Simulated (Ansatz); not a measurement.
Results of HSE06 (plane waves, PAW; Ansatz, an electronic-structure program) for CsCl-type TlBr.

Run with plane-wave cutoff 460 eV, 6×6×6 k mesh, Fermi–Dirac smearing 0.01 eV, scalar-relativistic PAW data made under PBE.

Energies at three volumes about the minimum:

| V (Å³/atom) | E − E_lowest (meV/atom) |
|---|---|
| 32.026 | 1.28 |
| 32.621 | 0.00 |
| 33.669 | 1.15 |

Problem. Fit a parabola by hand: where is the minimum, what lattice constant follows, and what is the bulk modulus?

Solution. Slopes: (0.00 − 1.28)/(32.621 − 32.026) = -2.151 and (1.15 − 0.00)/(33.669 − 32.621) = 1.097 meV/Å³. Curvature E″ = 2 × (1.097 − (-2.151))/(33.669 − 32.026) = 3.954 meV/Å⁶. From the middle of the first interval, the slope vanishes at V0 = 32.3235 − (-2.151)/3.954 = 32.868 Å³/atom. B = V0 E″ = 32.868 × 3.954 meV/Å³ × 0.1602 GPa per meV/Å³ = 20.8 GPa. With 2 atoms in the cube, a = (2 × 32.868)^(1/3) = 4.036 Å. The full Birch–Murnaghan fit to all volumes gives V0 = 32.846 Å³/atom and B0 = 20.3 GPa.

Measured, for comparison: lattice constant a 3.984 Å (temperature not stated, no zero-point or thermal correction; as tabulated in Du and Singh (2010), arXiv:1001.5458).
